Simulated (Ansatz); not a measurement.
Input file:

```yaml
crystal:
  periodic: [false, false, false]
  atoms:
    - {symbol: O, position_ang: [0.000000, 0.000000, 0.437500]}
    - {symbol: Be, position_ang: [0.000000, 0.000000, -1.818500]}
    - {symbol: H, position_ang: [0.000000, 0.000000, 1.381000]}
basis:
  gaussian: {orbitals: 6-31G}
magnetization: {spin_polarized: true, initial_magnetization: 1}
correlation: {method: ccsdt_q, electrons: outside_noble_gas}
```

```sh
$ ansatz run in.yaml --threads 1 --pin off --events-out ev --progress --plain --max-ram 2393MiB
```

Log:

```
383 factors; integrals over basis functions are off by at most 8.8e-8 eV
mean field evaluation 1: about -2442.5321 eV, gradient 3.0e1 eV
mean field evaluation 2: about -2442.5336 eV, gradient 3.0e1 eV
mean field evaluation 4: about -2446.6232 eV, gradient 2.5e0 eV
mean field evaluation 8: about -2446.7783 eV, gradient 1.3e-1 eV
mean field evaluation 16: about -2443.9853 eV, gradient 2.6e1 eV
mean field evaluation 32: about -2442.2871 eV, gradient 2.5e1 eV
mean field evaluation 64: about -2446.8018 eV, gradient 1.1e-1 eV
mean field evaluation 96: about -2446.7752 eV, gradient 5.1e-1 eV
mean field evaluation 128: about -2445.6321 eV, gradient 6.0e-1 eV
mean field evaluation 160: about -2446.8006 eV, gradient 9.8e-2 eV
...
mean field -2446.90517243 eV, -89.9221065151 hartree, gradient 2.4e-6 eV, S^2 1.131399; 21 other end points of the search recorded, 0 dependent functions left out
determinant -2446.90517243 eV, -89.9221065151 hartree, with singles and doubles -2450.68201425 eV, -90.0609028918 hartree
determinant -2446.86379965 eV, -89.9205860933 hartree, with singles and doubles -2450.68636963 eV, -90.0610629489 hartree
determinant -2446.77880414 eV, -89.9174625659 hartree, with singles and doubles -2450.79346128 eV, -90.0649984947 hartree
determinant -2446.35592198 eV, -89.9019219333 hartree, with singles and doubles -2450.66047284 eV, -90.0601112597 hartree
determinant -2445.55556720 eV, -89.8725094374 hartree, with singles and doubles -2448.27377624 eV, -89.9724017773 hartree
determinant -2444.16228465 eV, -89.8213072483 hartree, with singles and doubles -2446.94004371 eV, -89.9233880110 hartree
determinant -2443.74089333 eV, -89.8058214027 hartree, with singles and doubles -2448.19700494 eV, -89.9695804841 hartree
determinant -2443.68403808 eV, -89.8037320109 hartree, with singles and doubles -2448.35498590 eV, -89.9753861771 hartree
determinant -2443.66115253 eV, -89.8028909825 hartree, with singles and doubles -2448.35991541 eV, -89.9755673333 hartree
determinant -2446.90517243 eV, -89.9221065151 hartree, with singles and doubles -2450.68972406 eV, -90.0611862219 hartree
determinant -2446.86379965 eV, -89.9205860933 hartree, with singles and doubles -2450.69181011 eV, -90.0612628829 hartree
determinant -2446.77880414 eV, -89.9174625659 hartree, with singles and doubles -2450.79546582 eV, -90.0650721601 hartree
determinant -2446.35592198 eV, -89.9019219333 hartree, with singles and doubles -2450.78871181 eV, -90.0648239549 hartree
2 core orbitals not correlated: weight in the atoms' cores, before any rotation towards them, 1.000 or more for the frozen orbitals, at most 0.000 for the correlated occupied ones
reference -2446.77880414 eV, -89.9174625659 hartree; 5, 4 occupied and 13, 14 virtual orbitals, 383 factors
second order -3.89258768 eV of doubles, -0.00000000 eV of singles
...
cycle  19  -4.17936010 eV  change    6.1e-6 eV  update   2.3e-5
cycle  20  -4.17936288 eV  change   -2.8e-6 eV  update   1.8e-5
cycle  21  -4.17936083 eV  change    2.0e-6 eV  update   9.2e-6
cycle  22  -4.17935715 eV  change    3.7e-6 eV  update   5.2e-6
cycle  23  -4.17935491 eV  change    2.2e-6 eV  update   4.0e-6
cycle  24  -4.17935387 eV  change    1.0e-6 eV  update   2.7e-6
cycle  25  -4.17935238 eV  change    1.5e-6 eV  update   2.0e-6
cycle  26  -4.17935213 eV  change    2.5e-7 eV  update   1.4e-6
cycle  27  -4.17935201 eV  change    1.2e-7 eV  update   8.6e-7
cycle  28  -4.17935159 eV  change    4.2e-7 eV  update   6.7e-7
perturbative correction -0.05436105 eV, -0.0019977317 hartree
Total energy: -2451.01251678 eV, -90.0730486355 hartree
```

The determinant lies 0.13 eV above the lowest one of its kind in the log. The T1 diagnostic is 0.051.

For the same geometry and basis full CI lies 34.2 meV higher.

Ran on 1 thread of INTEL XEON PLATINUM 8581C, shared host: 4.4 s wall, 0.19 GiB peak host memory.
